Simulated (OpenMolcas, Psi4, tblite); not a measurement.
C2H3ClO (acetyl chloride): the dipole moment, rung by rung

C2H3ClO has 7 atoms, charge 0, and is taken as a singlet. SMILES: `CC(=O)Cl`. Geometry: relaxed at PBE0-D4/def2-TZVP.

Quantity: the dipole moment, in D. The values are calculated.

**The experiment to reproduce.** NIST CCCBDB gives the dipole moment of the gas as 2.72 D.

```tsv
level	kind	program	value (D)	computed − measured	CPU time
GFN1-xTB	semi-empirical	tblite	3.48	+0.76	under 2 s
HF/cc-pVDZ	Hartree–Fock	Psi4	3.05	+0.33	40 s
SVWN5/cc-pVDZ	LDA	OpenMolcas	2.62	-0.10	22 s
PBE/cc-pVDZ	GGA	OpenMolcas	2.57	-0.15	31 s
r2SCAN/cc-pVDZ	meta-GGA	OpenMolcas	2.75	+0.03	44 s
B3LYP/cc-pVDZ	global hybrid	OpenMolcas	2.65	-0.07	32 s
M06-2X/cc-pVDZ	hybrid meta-GGA	OpenMolcas	2.75	+0.03	38 s
```

Nearest: r2SCAN/cc-pVDZ (+0.03 D), M06-2X/cc-pVDZ (+0.03 D); farthest: GFN1-xTB (+0.76 D). The measured dipole is a vibrational average, so differences of a few hundredths of a debye mean little. Computed less measured by kind, in D (cc-pVDZ rows): semi-empirical +0.76; Hartree–Fock +0.33; LDA -0.10; GGA -0.15; meta-GGA +0.03; global hybrid -0.07 to +0.03. Times are those of the runs behind each value, whatever else they computed, on shared processors of several kinds: orders of magnitude only.
